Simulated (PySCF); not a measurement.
## Energy of C (carbon, neutral) between two integer charges

The 2p alpha orbital of [He] 2s2 2p2 is emptied in steps (occupation f), with all orbitals relaxed, ending at [He] 2s2 2p1. Computed with PySCF 2.14 in jorge-DZP-DKH (4s2p1d, 15 functions), with scalar relativity by spin-free X2C-1e. The exact energy is a straight line in f; departures are measured from the line between the end points of the same method.

```tsv
f	UHF (eV)	LDA (eV)	PBE (eV)	PBE0 (eV)	r2SCAN (eV)	LC-wPBE (eV)	BHandHLYP (eV)	wB97X (eV)	B3LYP (eV)	HSE06 (eV)
1	0.000	0.000	0.000	0.000	0.000	0.000	0.000	0.000	0.000	0.000
0.9	0.093	-0.519	-0.506	-0.359	-0.471	-0.099	-0.215	-0.126	-0.393	-0.395
0.7	0.210	-1.222	-1.189	-0.840	-1.097	-0.231	-0.503	-0.292	-0.920	-0.924
0.5	0.242	-1.466	-1.422	-1.001	-1.300	-0.273	-0.599	-0.344	-1.098	-1.101
0.3	0.197	-1.240	-1.198	-0.840	-1.080	-0.226	-0.503	-0.281	-0.922	-0.923
0.1	0.082	-0.534	-0.513	-0.359	-0.455	-0.094	-0.215	-0.115	-0.394	-0.394
0	0.000	0.000	0.000	0.000	0.000	0.000	0.000	0.000	0.000	0.000
```

| method | E(f=0) − E(f=1) (eV) | −ε at f=1 (eV) | −ε at f=0.5 (eV) |
| --- | --- | --- | --- |
| UHF | 10.813 | 11.865 | 10.775 |
| LDA | 11.668 | 5.929 | 11.614 |
| PBE | 11.522 | 5.915 | 11.496 |
| PBE0 | 11.516 | 7.536 | 11.514 |
| r2SCAN | 11.683 | 6.453 | 11.733 |
| LC-wPBE | 11.676 | 10.578 | 11.689 |
| BHandHLYP | 11.358 | 8.972 | 11.358 |
| wB97X | 11.408 | 10.010 | 11.438 |
| B3LYP | 11.533 | 7.175 | 11.526 |
| HSE06 | 11.516 | 7.129 | 11.518 |

Orbital energy along the path (eV):

| f | UHF | LDA | PBE | PBE0 | r2SCAN | LC-wPBE | BHandHLYP | wB97X | B3LYP | HSE06 |
| --- | --- | --- | --- | --- | --- | --- | --- | --- | --- | --- |
| 1 | -11.865 | -5.929 | -5.915 | -7.536 | -6.453 | -10.578 | -8.972 | -10.010 | -7.175 | -7.129 |
| 0.9 | -11.625 | -7.032 | -7.003 | -8.321 | -7.497 | -10.796 | -9.444 | -10.291 | -8.032 | -7.997 |
| 0.7 | -11.179 | -9.290 | -9.224 | -9.908 | -9.607 | -11.240 | -10.397 | -10.863 | -9.767 | -9.749 |
| 0.5 | -10.775 | -11.614 | -11.496 | -11.514 | -11.733 | -11.689 | -11.358 | -11.438 | -11.526 | -11.518 |
| 0.3 | -10.407 | -13.993 | -13.798 | -13.125 | -13.817 | -12.128 | -12.319 | -11.992 | -13.293 | -13.288 |
| 0.1 | -10.073 | -16.403 | -16.089 | -14.715 | -15.773 | -12.530 | -13.272 | -12.466 | -15.045 | -15.030 |
| 0 | -9.916 | -17.607 | -17.205 | -15.488 | -16.680 | -12.705 | -13.743 | -12.648 | -15.903 | -15.879 |

Reference removal energy between the ground levels: 11.260 eV (measured; NIST Atomic Spectra Database, ionization energies). The calculation has no spin-orbit coupling. UHF lacks correlation.
